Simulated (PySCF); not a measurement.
H6Si2. Atoms are numbered in the order given.

```xyz
8

Si     0.0000     0.0000    -1.1722
Si     0.0000     0.0000     1.1722
H     -1.2076    -0.6906    -1.6866
H      1.2019    -0.7005    -1.6866
H      0.0057     1.3911    -1.6866
H     -1.2076     0.6906     1.6866
H      1.2019     0.7005     1.6866
H      0.0057    -1.3911     1.6866
```

The structure is a stationary point at B3LYP-D3(BJ)/def2-TZVP.

All values below come from TDDFT-B3LYP/def2-SVPD run with PySCF 2.14.0.

Vertical excitations; the highest root listed may be one member of a degenerate set.  State labels are in the subgroup C2.

```tsv
state	symmetry	energy (eV)	λ (nm)	f	main pairs
S1	A	7.41	167	0.000	HOMO→LUMO+1 99 %
S2	B	7.46	166	0.024	HOMO→LUMO+3 (degenerate set)
S3	A	7.46	166	0.024	HOMO→LUMO+2 (degenerate set)
S4	B	7.68	161	0.466	HOMO→LUMO 93 %
S5	B	8.06	154	0.000	HOMO→LUMO+5 (degenerate set)
S6	A	8.06	154	0.000	HOMO→LUMO+4 (degenerate set)
S7	A	8.42	147	0.000	HOMO−2→LUMO+2 49 %, HOMO−1→LUMO+3 49 %
S8	A	8.55	145	0.042	HOMO−1→LUMO (degenerate set)
S9	B	8.55	145	0.042	HOMO−2→LUMO (degenerate set)
S10	B	8.56	145	0.000	HOMO−1→LUMO+1 98 %
T1	B	6.56	189	0	HOMO→LUMO+3 (degenerate set)
T2	A	6.56	189	0	HOMO→LUMO+2 (degenerate set)
T3	B	6.83	182	0	HOMO→LUMO 95 %
T4	A	7.08	175	0	HOMO→LUMO+1 97 %
```
Triplets are in the Tamm–Dancoff approximation, which puts them higher than full response would, so one can lie above its singlet here.
